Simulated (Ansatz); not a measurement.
Geometry optimisation, Ansatz, RKS B3LYP-D4/6-31G*.

Input:

```yaml
crystal:
  periodic: [false, false, false]
  atoms:
    - { symbol: B, position_ang: [-0.286235, -0.475571, -0.710443] }
    - { symbol: O, position_ang: [0.956931, 0.295353, 1.456428] }
    - { symbol: H, position_ang: [0.898813, -0.631218, 1.740635] }
    - { symbol: H, position_ang: [1.536459, 0.233814, 0.659935] }
    - { symbol: O, position_ang: [-1.513531, -0.168864, -0.359681] }
    - { symbol: H, position_ang: [-2.216338, -0.381615, -0.996775] }
basis:
  gaussian: { orbitals: "6-31G*" }
hamiltonian:
  xc: b3lyp
  dispersion: d4
relax:
  f_tol: 0.03
  max_steps: 50
```

Run as:

```bash
$ ansatz run input.yaml --threads 1 --pin off --max-ram 2048MiB --backend cpu --events-out ev --progress --plain --runs-dir out
```

Problem. Where does it end, and by what steps?

Solution. The forces met the threshold. The force dipped under the threshold on the way, but the program's further checks kept it going. After 40 steps the energy has fallen by 0.076 eV; H3 moved furthest, 0.99 Å.

```json
{"step": "0", "energy less start (eV)": "0.0000", "largest force component (eV/Å)": "0.531", "accepted": "yes"}
{"step": "2", "energy less start (eV)": "-0.0106", "largest force component (eV/Å)": "0.330", "accepted": "yes"}
{"step": "4", "energy less start (eV)": "-0.0318", "largest force component (eV/Å)": "0.375", "accepted": "yes"}
{"step": "6", "energy less start (eV)": "-0.0419", "largest force component (eV/Å)": "0.187", "accepted": "yes"}
{"step": "8", "energy less start (eV)": "-0.0438", "largest force component (eV/Å)": "0.786", "accepted": "no"}
{"step": "10", "energy less start (eV)": "-0.0530", "largest force component (eV/Å)": "0.198", "accepted": "yes"}
{"step": "12", "energy less start (eV)": "-0.0541", "largest force component (eV/Å)": "0.080", "accepted": "yes"}
{"step": "14", "energy less start (eV)": "-0.0543", "largest force component (eV/Å)": "0.226", "accepted": "no"}
{"step": "16", "energy less start (eV)": "-0.0550", "largest force component (eV/Å)": "0.080", "accepted": "yes"}
{"step": "18", "energy less start (eV)": "-0.0553", "largest force component (eV/Å)": "0.052", "accepted": "yes"}
{"step": "20", "energy less start (eV)": "-0.0555", "largest force component (eV/Å)": "0.041", "accepted": "yes"}
{"step": "22", "energy less start (eV)": "-0.0558", "largest force component (eV/Å)": "0.042", "accepted": "yes"}
{"step": "24", "energy less start (eV)": "-0.0559", "largest force component (eV/Å)": "0.053", "accepted": "yes"}
{"step": "26", "energy less start (eV)": "-0.0550", "largest force component (eV/Å)": "0.255", "accepted": "no"}
{"step": "28", "energy less start (eV)": "-0.0588", "largest force component (eV/Å)": "0.142", "accepted": "yes"}
{"step": "30", "energy less start (eV)": "-0.0604", "largest force component (eV/Å)": "0.416", "accepted": "no"}
{"step": "32", "energy less start (eV)": "-0.0653", "largest force component (eV/Å)": "0.115", "accepted": "yes"}
{"step": "34", "energy less start (eV)": "-0.0698", "largest force component (eV/Å)": "0.107", "accepted": "yes"}
{"step": "36", "energy less start (eV)": "-0.0101", "largest force component (eV/Å)": "1.612", "accepted": "no"}
{"step": "38", "energy less start (eV)": "-0.0759", "largest force component (eV/Å)": "0.033", "accepted": "yes"}
{"step": "40", "energy less start (eV)": "-0.0761", "largest force component (eV/Å)": "0.006", "accepted": "yes"}
```

```xyz
6
Properties=species:S:1:pos:R:3
B -0.861 -0.569 -0.256
O 1.691 0.333 1.509
H 1.752 -0.377 2.165
H 0.957 0.039 0.933
O -1.907 -0.652 -1.025
H -2.256 0.097 -1.536
```

Whether the end is a true minimum wasn't checked by a vibrational analysis.

The run took 39 s on 1 thread of Arm Neoverse V2 (shared host), peak memory 0.1 GiB.
